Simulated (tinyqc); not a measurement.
The basis set: RHF and MP2 along a ladder of basis sets, for LiH, spin multiplicity 1. Computed by the program tinyqc with PySCF. Command: `OMP_NUM_THREADS=1 python tinyqc.py 114839 114840 out.jsonl`; one thread of a shared host (Intel(R) Xeon(R) Processor @ 2.60GHz), about 1 s.

Geometry (angstrom):
```
atom       x       y       z
Li    0.0000  0.0000  0.0000
H     0.0000  0.0000  1.3650
```

Same geometry throughout; the dipole is taken about the origin.

RHF and frozen-core MP2 in a ladder of bases:
```
basis    functions  E(RHF) (hartree)  E(MP2 corr) (hartree)  HOMO (eV)  LUMO (eV)  dipole (debye)
sto-3g           6          -7.85828               -0.01130     -8.263      2.166           4.818
3-21g           11          -7.91742               -0.01211     -8.448      0.210           5.430
6-31g           11          -7.96747               -0.01201     -8.504      0.383           5.485
6-31g**         19          -7.96979               -0.02087     -8.493      0.375           5.469
cc-pvdz         19          -7.97338               -0.02287     -8.504      0.143           5.514
cc-pvtz         44          -7.97708               -0.02768     -8.518      0.105           5.492
```

From cc-pVDZ to cc-pVTZ the RHF energy falls by 3.7 mhartree and the correlation energy by 4.8. If valence correlation converges as X^-3, (27 E(T) - 8 E(D))/19 gives -0.0297 hartree, a rough estimate from such small X that usually falls short; STO-3G holds about 38 % of it. Beyond STO-3G the LUMO moves by 0.3 eV and the HOMO by 0.1 eV.
